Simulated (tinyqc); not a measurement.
Inside a calculation. Method: UKS/PBE0 in the sto-3g basis, for H2O+, spin multiplicity 2. One step of it, computed by the program tinyqc.

Problem. Iteration 2: DIIS coefficients. Solve [B -1; -1 0][c; lambda] = [0; -1] for the coefficients, which sum to one.

B (overlaps of the stored error matrices):
```
                1               2
1   5.6910378e-01  -8.9263426e-01
2  -8.9263426e-01   2.3312021e+00
```

Give: DIIS coefficients.

Solution.

DIIS coefficients: 0.6880  0.3120
